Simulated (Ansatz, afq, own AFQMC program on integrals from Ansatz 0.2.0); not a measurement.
SiH₃, doublet: AFQMC among the cluster methods

```xyz
4

H    -2.6621    0.0479    0.0000
H    -1.4831    0.0479    0.0000
Si    0.1299    0.0479    0.0000
H     0.5263   -1.4316    0.0000
```

Basis cc-pVTZ. Only valence electrons are correlated. AFQMC by an in-house program on the Cholesky factors that Ansatz 0.2.0 writes for its CCSD(T) run. ph-AFQMC/CISD is guided by a CISD state made of CCSD amplitudes; releasing the constraint for a short imaginary time cuts its bias at the price of noise, slowly where states lie close. Error bars are statistical, one sigma.

Determinant: ROHF, the one that the program's search chose, which needn't be the lowest solution. The geometry is a point of a scan.

No full CI on the walks' own integrals is used here; CCSDT(Q) serves as the reference and is uncertain by about the last step of the cluster series.

Cautions: higher spins were not checked; a spin-contaminated unrestricted determinant lies lower (UHF 369 meV lower, ⟨S²⟩ 1.25); raised T1 diagnostic (T1 0.044, weight of the determinant 0.87, largest double 0.07).

```
T1 diagnostic                               : 0.0440
weight of the determinant in the CISD state : 0.870
size of the correlated space                : 7 electrons in 71 orbitals
```

Reference: CCSDT(Q), correlation energy -4.435 eV. The released energy is read at 2.40 1/Eh (meV from the phaseless value at times in 1/Eh: -7 ± 3 at 0.24, -9 ± 3 at 0.51, -14.8 ± 2.1 at 0.99, -14 ± 3 at 1.62, -14.5 ± 2.3 at 2.40).

```csv
level,E − E(reference) (mEh),share of correlation (%)
HF,162.98,0.00
MP2,38.85,76.17
CCSD,6.12,96.25
CCSD(T),1.29,99.21
CCSDT,0.20,99.88
ph-AFQMC/HF,0.33 ± 0.78,99.79
ph-AFQMC/CISD,0.67 ± 0.11,99.59
released AFQMC,0.14 ± 0.09,99.91
```

A walk keeps the symmetry of its determinant, which the program's search chose and which needn't be the lowest solution, so a lower state of the same spin and another symmetry isn't excluded. Released energies are given only where the last usable release times agree within the noise; a slower fall can still hide under it.
